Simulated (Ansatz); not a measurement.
Basis-set extrapolation for C₅H₆O (`C=C1C=C1OC`) (PBE0-D4/def2-TZVP geometry, frozen core, Ansatz). Multiplicity 1, RHF reference.

|  | def2-TZVPP | def2-QZVPP |
| --- | --- | --- |
| HF | -267.663828 | -267.675694 |
| MP2 correlation | -1.024648 | -1.094148 |
| CCSD(T) correlation | -1.105444 | not run |

Energies in hartree. Use E(X) = E(∞) + A·exp(−7.88·√X) for Hartree–Fock and E(X) = E(∞) + B·X^(−2.97) for correlation, with X = 3 and 4, and add CCSD(T) minus MP2 of the smaller set to the MP2 limit.

What is the CCSD(T) energy at the basis-set limit?

HF limit: -267.675694 + (-0.011866) × 0.13774 = -267.67733. MP2 limit: -1.094148 + (-0.069500) × 0.74074 = -1.14563. Higher-order term: -1.105444 − (-1.024648) = -0.08080. Total: -268.90376 hartree, 3.66 eV below CCSD(T)/def2-TZVPP.
